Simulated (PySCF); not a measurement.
Isomers of C4H4, mass 52.031 u with the commonest isotopes. Theory: PySCF, PBE0-D3(BJ)/def2-SVP geometry optimisation, gas phase. One conformer each, none proved a minimum here; rigid rotors.

Question: Order these by radius of gyration √(Σ m r²/M), largest first.
A. 1-buten-3-yne (`C#CC=C`)
B. 1,2,3-butatriene (`C=C=C=C`)
C. methylenecyclopropene, `C=C1C=C1`
D. `C1=CC=C1` (cyclobutadiene)

Answer: B (1.585 Å), A (1.502 Å), C (1.299 Å), D (1.152 Å).

Question: Order these by rotational constant C, smallest first.
A. 1-buten-3-yne, `C#CC=C`
B. cyclobutadiene (`C1=CC=C1`)
C. `C=C1C=C1` (methylenecyclopropene)
D. 1,2,3-butatriene (`C=C=C=C`)

Answer: D (3866 MHz), A (4307 MHz), C (5754 MHz), B (7323 MHz).

Question: Order these by rotational constant B, largest first.
A. `C#CC=C` (1-buten-3-yne)
B. `C=C=C=C` (1,2,3-butatriene)
C. methylenecyclopropene, `C1(=C)C=C1`
D. cyclobutadiene (`C1=CC=C1`)

Answer: D (12885 MHz), C (7166 MHz), A (4706 MHz), B (3974 MHz).

```
  SMILES  point group  Ia (u·Å²)  Ib (u·Å²)  Ic (u·Å²)      κ  μa (D)  μb (D)  μc (D)
C=C1C=C1          C2v      17.31      70.52      87.83  -0.88    2.07    0.00    0.00
  C#CC=C           Cs       9.95     107.39     117.34  -0.98    0.39    0.00    0.00
 C=C=C=C          D2h       3.53     127.18     130.71  -1.00    0.00    0.00    0.00
C1=CC=C1          D2h      29.79      39.22      69.01   0.15    0.00    0.00    0.00
```
